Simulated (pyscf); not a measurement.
Routes from `[CH3][Si]([Cl])([Cl])[Cl]`

Candidate steps break at most two bonds and form at most two. Each was searched with GFN2-xTB (tblite) first. Single points on ωB97X-D3(BJ)/def2-SVP structures (PySCF, gas phase). Energies: ωB97M-D3(BJ)/def2-TZVP, kcal/mol, from the reactant's lowest minimum found, singlet surface; ΔG‡ with ideal gas, 1 atm, RRHO with modes under 100 cm⁻¹ raised to 100, one conformer, R ln 2 for chiral ones without a mode under 150 cm⁻¹.

| products | type | ΔE‡ | ΔE | ΔG‡ 298 K | ΔG‡ 900 K | ν‡ (cm⁻¹) |
|---|---|---|---|---|---|---|
| H₂C=Si(Cl)–Cl + HCl | elimination | 86.6 | +86.3 | 80.9 | 79.0 | 785i |
| Cl–CH₂–SiH(Cl)–Cl | concerted two-bond exchange | 106.0 | +43.9 | 101.8 | 101.6 | 756i |

Row 1: On the product side the descent ends in a complex, 5.1 kcal/mol under the separated species and 4.5 kcal/mol under the saddle at ωB97X-D3(BJ)/def2-TZVP. 

Plain bond fissions and candidates not yet searched are not listed, and one of them may be faster. Each barrier is that of the saddle found; lower ones may exist.
